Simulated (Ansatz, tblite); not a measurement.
**The cluster PbCl₂: a ladder of methods and basis sets**

The task here is to estimate one member of a computed series from the others.

Program: Ansatz 0.2.0, Gaussian basis. Level of theory: as each input shows. These are calculated values, not measurements.

The runs, in order: GFN1-xTB, GFN2-xTB, PBE-D4/def2-TZVP, r2SCAN-D4/def2-TZVP, BLYP-D4/def2-TZVP, r2SCAN0-D4/def2-TZVP, B97M-V/def2-TZVP, BHLYP-D4/def2-TZVP, revPBE-D4/def2-TZVP, PBE+5HF/def2-TZVP, PBE+10HF/def2-TZVP, PBE+15HF/def2-TZVP, PBE+35HF/def2-TZVP, PBE+50HF/def2-TZVP, PBE-D4/def2-SVP, PBE0-D4/def2-SVP, PBE0-D4/def2-TZVPD, PBE-D4/def2-TZVPD, r2SCAN-D4/def2-TZVPD, CCSD(T)/def2-TZVPP, MP2/def2-TZVP, RPA/def2-TZVP.

## The structure

The singlet was relaxed beforehand with PBE0-D4/def2-TZVP. At that level it is the lowest of the isomers that a small search found.

3 atoms, charge 0, spin multiplicity 1.

Bond lengths: Pb1–Cl2 2.456 Å, Pb1–Cl3 2.456 Å. Angles: Cl2–Pb1–Cl3 99.3°.

Pb takes a core potential in the def2 sets. No spin-orbit coupling is included.

PBE0-D4/def2-TZVP was run before; its log isn't repeated, and its numbers join the tables.

Set-up of the first run:

Tight binding, by tblite at 300 K electronic temperature and without a spin-polarisation term:

```python
tblite.interface.Calculator('GFN1-xTB', numbers, positions, charge=0, uhf=0).singlepoint()
```

Tight binding, by tblite at 300 K electronic temperature and without a spin-polarisation term:

```python
tblite.interface.Calculator('GFN2-xTB', numbers, positions, charge=0, uhf=0).singlepoint()
```

start.molden holds the orbitals of an earlier run on this state, given as this run's starting guess.

Input file in.yaml:

```yaml
crystal:
  periodic: [false, false, false]
  atoms:
    - {symbol: Pb, position_ang: [0.221540, 0.946709, 0.422781]}
    - {symbol: Cl, position_ang: [-1.418309, 0.315791, -1.293263]}
    - {symbol: Cl, position_ang: [1.196769, -1.262500, 0.870492]}
basis:
  gaussian: {orbitals: def2-TZVP, initial_orbitals: start.molden}
hamiltonian: {xc: pbe, dispersion: d4}
scf: {omitted_lower_state_checks: [starts]}
output: {orbitals: {seedname: orbitals}}
```

Run with:

```console
$ ansatz run in.yaml --threads 4 --pin off --events-out ev --progress --plain --max-ram 3916MiB
```

Among the steps run: PBE-D4/def2-TZVP; r2SCAN-D4/def2-TZVP; BLYP-D4/def2-TZVP; r2SCAN0-D4/def2-TZVP; B97M-V/def2-TZVP; BHLYP-D4/def2-TZVP; revPBE-D4/def2-TZVP; PBE+5HF/def2-TZVP; PBE+10HF/def2-TZVP; PBE+15HF/def2-TZVP; PBE+35HF/def2-TZVP; PBE+50HF/def2-TZVP; PBE-D4/def2-SVP; PBE0-D4/def2-SVP; PBE0-D4/def2-TZVPD; PBE-D4/def2-TZVPD; r2SCAN-D4/def2-TZVPD; CCSD(T)/def2-TZVPP; MP2/def2-TZVP; RPA/def2-TZVP.

One table of the session follows, with a row left open; its other results are not shown here.

It belongs to the step «Levels side by side». 

```
               level  HOMO (eV)  LUMO (eV)  gap (eV)
     PBE-D4/def2-SVP      -6.77      -3.57      3.20
    PBE-D4/def2-TZVP      -7.03      -3.76      3.27
   PBE-D4/def2-TZVPD      -7.11      -3.82      3.29
 revPBE-D4/def2-TZVP      -6.96      -3.65      3.31
   BLYP-D4/def2-TZVP      -6.88      -3.71      3.17
 r2SCAN-D4/def2-TZVP      -7.35      -3.65      3.70
r2SCAN-D4/def2-TZVPD      -7.40      -3.69      3.71
    B97M-V/def2-TZVP      -7.30      -3.73      3.57
    PBE0-D4/def2-SVP          ?          ?         ?
   PBE0-D4/def2-TZVP      -8.20      -3.13      5.07
  PBE0-D4/def2-TZVPD      -8.25      -3.18      5.08
r2SCAN0-D4/def2-TZVP      -8.42      -3.07      5.35
  BHLYP-D4/def2-TZVP      -9.20      -2.49      6.71
   PBE+5HF/def2-TZVP      -7.27      -3.63      3.63
  PBE+10HF/def2-TZVP      -7.50      -3.51      3.99
  PBE+15HF/def2-TZVP      -7.73      -3.38      4.35
  PBE+35HF/def2-TZVP      -8.66      -2.87      5.79
  PBE+50HF/def2-TZVP      -9.35      -2.47      6.88
```

Estimate the missing values for PBE0-D4/def2-SVP.

The run gave: HOMO (eV): -7.98; LUMO (eV): -2.99; gap (eV): 4.99. In the column «HOMO (eV)» it lies between PBE0-D4/def2-TZVP (-8.20) and PBE+15HF/def2-TZVP (-7.73).
